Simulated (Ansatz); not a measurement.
A nudged elastic band was laid between two geometries of H$_{3}$O (4 atoms, charge 1, multiplicity 1).

Computed with RKS PBE0-D4/def2-TZVP in Ansatz 0.2.0.

```json
{
 "movable images": "7",
 "climbing image": "yes",
 "spring": "5.0 eV/Å²",
 "optimiser": "quadratic models (default)",
 "start path": "through a guess of the saddle point",
 "force threshold": "0.03 eV/Å",
 "iteration limit": "60",
 "end points": "relaxed"
}
```

Image 0:

```xyz
4
Properties=species:S:1:pos:R:3
O 0.181 -0.056 -0.052
H 0.219 0.919 0.015
H -0.409 -0.368 -0.768
H 0.008 -0.494 0.805
```

Image 8:

```xyz
4
Properties=species:S:1:pos:R:3
O -0.181 0.056 0.052
H 0.340 0.881 -0.020
H -0.288 -0.406 -0.803
H 0.129 -0.531 0.770
```

(1) Which bonds break or form, and what moves?

(2) Give the energies along the band, and the barrier.

(3) What is the geometry of the highest image?

(4) What are the harmonic wavenumbers there?

Results:

(1) No bond is made or broken. The height of O1 over the plane of its neighbours goes from -0.26 to 0.26 Å. The two ends are copies of one structure, up to a mirror image or an exchange of like atoms.

(2) It converged. The highest image is number 4 of 0 to 8, 0.057 eV above the ends, which have the same energy within 2 meV. A vibrational analysis at the climbing image gives one clearly imaginary mode, 595i cm⁻¹: a first-order saddle point. Limits of this set-up: the dipole of an ion depends on the origin.

| image | path coordinate (Å) | energy (eV) | height of O1 over the plane of its neighbours (Å) |
| --- | --- | --- | --- |
| 0 | 0.00 | 0.000 | -0.26 |
| 1 | 0.06 | 0.010 | -0.20 |
| 2 | 0.12 | 0.031 | -0.13 |
| 3 | 0.18 | 0.050 | -0.07 |
| 4 | 0.23 | 0.057 | 0.00 |
| 5 | 0.29 | 0.050 | 0.07 |
| 6 | 0.35 | 0.031 | 0.13 |
| 7 | 0.41 | 0.010 | 0.20 |
| 8 | 0.47 | 0.000 | 0.26 |

(3) 
```xyz
4
Properties=species:S:1:pos:R:3
O 0.000 0.000 0.000
H 0.293 0.927 -0.004
H -0.356 -0.401 -0.811
H 0.063 -0.526 0.815
```

(4) 595i, 1617, 1618, 3648, 3787, 3788 cm⁻¹.

The run took 18 s on 1 thread of Arm Neoverse V1, on a shared host, peak memory 0.08 GiB.
